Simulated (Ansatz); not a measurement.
A nudged elastic band was laid between two geometries of FH3Si (5 atoms, charge 0, multiplicity 1).

These are results of Ansatz 0.2.0, RKS PBE-D4/def2-mTZVP, not measurements.

```
movable images  : 5
climbing image  : yes
spring          : 5.0 eV/Å²
optimiser       : quadratic models (default)
start path      : through a guess of the saddle point
force threshold : 0.05 eV/Å
iteration limit : 60
end points      : relaxed
```

First end point:

```xyz
5
Properties=species:S:1:pos:R:3
Si 0.248 -0.011 0.175
H 0.236 0.008 1.668
H 1.652 0.008 -0.333
F -0.518 1.318 -0.366
H -0.472 -1.216 -0.334
```

Last end point:

```xyz
5
Properties=species:S:1:pos:R:3
Si 0.083 -0.014 -0.898
H 1.040 -0.241 1.369
H 1.513 0.070 0.851
F -0.780 1.324 -0.480
H -0.710 -1.032 -0.031
```

Q: What changes between the two ends?

A: Bonds broken: Si1–H2, Si1–H3. Bonds formed: H2–H3. FH3Si becomes FHSi + H2.

Q: Give the energies along the band, and the barrier.

A: It converged. The highest image is number 4 of 0 to 6, 62.4 kcal/mol above the first end and 14.6 kcal/mol above the last; the last end lies 47.8 kcal/mol above the first. A vibrational analysis at the climbing image gives one clearly imaginary mode, 1099i cm⁻¹: a first-order saddle point. The orbitals stay closed-shell, which can raise the energy where a bond breaks towards radicals; this wasn't checked here.

```
image  path coordinate (Å)  energy (kcal/mol)  Si1–H2 (Å)  Si1–H3 (Å)  H2–H3 (Å)
    0                 0.00                0.0        1.49        1.49       2.45
    1                 0.33                5.6        1.47        1.49       2.18
    2                 0.66               24.2        1.47        1.47       1.87
    3                 0.99               50.6        1.57        1.47       1.57
    4                 1.32               62.4        1.73        1.53       1.28
    5                 1.80               49.5        2.02        1.85       0.82
    6                 2.28               47.8        2.47        2.26       0.77
```

Q: What is the geometry of the highest image?

A: 
```xyz
5
Properties=species:S:1:pos:R:3
Si 0.262 0.015 -0.470
H 0.572 -0.248 1.207
H 1.505 0.116 0.411
F -0.646 1.374 -0.351
H -0.548 -1.151 0.013
```

Q: What are the harmonic wavenumbers there?

A: 1099i, 527, 591, 710, 810, 1026, 1410, 2075, 2155 cm⁻¹.

Time of the run: 20 s on 1 thread of Intel(R) Xeon(R) 6975P-C (Granite Rapids) (shared host), peak memory 0.12 GiB.
